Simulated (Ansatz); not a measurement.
Geometry optimisation, Ansatz 0.2.0, RKS BLYP/6-31G*.

Input:

```yaml
crystal:
  periodic: [false, false, false]
  atoms:
    - { symbol: B, position_ang: [0.0, 0.0, 0.0] }
    - { symbol: H, position_ang: [0.0, 0.0, 1.54] }
    - { symbol: O, position_ang: [1.2211, 0.0, -0.705] }
    - { symbol: H, position_ang: [1.5209, -0.9519, -0.8599] }
    - { symbol: H, position_ang: [-1.0305, 0.0, -0.595] }
    - { symbol: O, position_ang: [0.0766, 1.621, 0.5392] }
    - { symbol: H, position_ang: [0.4753, 1.6492, 1.4668] }
    - { symbol: H, position_ang: [0.0407, 0.8604, 1.537] }
basis:
  gaussian: { orbitals: "6-31G*" }
hamiltonian:
  xc: blyp
relax:
  f_tol: 0.15
  max_steps: 25
  restrain:
    - { distance: [0, 5], at: 2.61, k: 30.0 }
    - { distance: [7, 1], at: 1.86, k: 30.0 }
    - { distance: [0, 1], at: 1.19, k: 30.0 }
    - { distance: [7, 5], at: 1.01, k: 30.0 }
```

Command:

```bash
$ ansatz run input.yaml --threads 1 --pin off --max-ram 2048MiB --backend cpu --events-out ev --progress --plain --runs-dir out
```

Where does it end, and by what steps?

The forces met the threshold. The restraints hold the end off the free minimum. After 10 steps the energy has fallen by 4.367 eV (the restraints' own energy left out); H2 moved furthest, 0.77 Å. Parted: B1–O6 (1.71 → 2.61 Å). Joined: B1–H2 (1.54 → 1.20 Å).

| step | energy less start (eV) | largest force component (eV/Å) | accepted |
| --- | --- | --- | --- |
| 0 | 0.0000 | 3.788 | yes |
| 1 | -0.2542 | 4.490 | yes |
| 2 | -0.6858 | 5.475 | yes |
| 3 | -1.9818 | 4.076 | yes |
| 4 | -3.2035 | 2.529 | yes |
| 5 | -3.7679 | 1.805 | yes |
| 6 | -4.1794 | 1.377 | yes |
| 7 | -4.3400 | 0.677 | yes |
| 8 | -4.3454 | 0.473 | yes |
| 9 | -4.3260 | 1.372 | no |
| 10 | -4.3667 | 0.590 | yes |

```xyz
8
Properties=species:S:1:pos:R:3
B -0.094 -0.295 -0.130
H -0.047 -0.580 1.034
O 1.011 -0.449 -0.928
H 1.793 -0.751 -0.424
H -1.117 0.001 -0.680
O -0.020 1.982 1.144
H 0.951 2.108 1.218
H -0.172 1.164 1.689
```

The run took 16 s on 1 thread of Arm Neoverse V1 (shared host), peak memory 0.1 GiB.
